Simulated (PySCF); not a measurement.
Compound: C3H3ClN2.
SMILES: `Clc1cn[nH]c1`

Theory: EOM-IP-CCSD/aug-cc-pVDZ in PySCF, restricted Hartree–Fock reference, 10 core orbitals frozen, non-relativistic, gas phase, PBE0-D3(BJ)/def2-SVP geometry.

Hartree–Fock orbital energies give these Koopmans values (eV): HOMO 9.43, HOMO-1 10.26, HOMO-2 12.20, HOMO-3 13.40, HOMO-4 13.78, HOMO-5 16.12, HOMO-6 16.23, HOMO-7 17.24.

Problem. What vertical ionisation energies does EOM-IP-CCSD give?

Solution. 
```csv
leading hole (HF orbital),Koopmans (eV),EOM-IP-CCSD (eV),change (eV),one-hole share
HOMO,9.43,9.09,-0.34,0.95
HOMO-1,10.26,9.90,-0.36,0.95
HOMO-2,12.20,10.72,-1.48,0.94
HOMO-3,13.40,11.89,-1.51,0.95
HOMO-4,13.78,12.69,-1.09,0.94
HOMO-5,16.12,14.60,-1.52,0.95
HOMO-6,16.23,14.95,-1.28,0.95
HOMO-7,17.24,15.09,-2.15,0.87
```

Problem. Does the order of the lines follow the orbital energies?

Solution. Yes, no two lines change places. The corrections run from -2.15 to -0.34 eV, with a mean of -1.22 eV over the 8 lines; no line lies above its Koopmans value. Koopmans values leave out both the relaxation of the orbitals and the change in correlation energy.

Problem. At what kinetic energies would He I light (21.22 eV) eject these electrons?

Solution. 12.13 eV (HOMO), 11.32 eV (HOMO-1), 10.50 eV (HOMO-2), 9.33 eV (HOMO-3), 8.53 eV (HOMO-4), 6.62 eV (HOMO-5), 6.27 eV (HOMO-6), 6.13 eV (HOMO-7).

Problem. What total energy has the lowest final state, and which wavelength reaches it?

Solution. E(CCSD) + ionisation energy = -684.66471 + 0.33397 = -684.33074 Eh, at the geometry of the initial state. The threshold wavelength is 1239.84 eV nm/9.09 eV = 136.4 nm.

Lines less than 0.15 eV apart could change places at a higher level. One root was sought for each valence orbital with −ε under 21 eV, eight at most, so deeper holes and satellites are missing; no vibrational structure.

The run took 8.3 min on one thread, Arm Neoverse V2 (aarch64), shared host, and the process peaked at 3.0 GiB of memory.
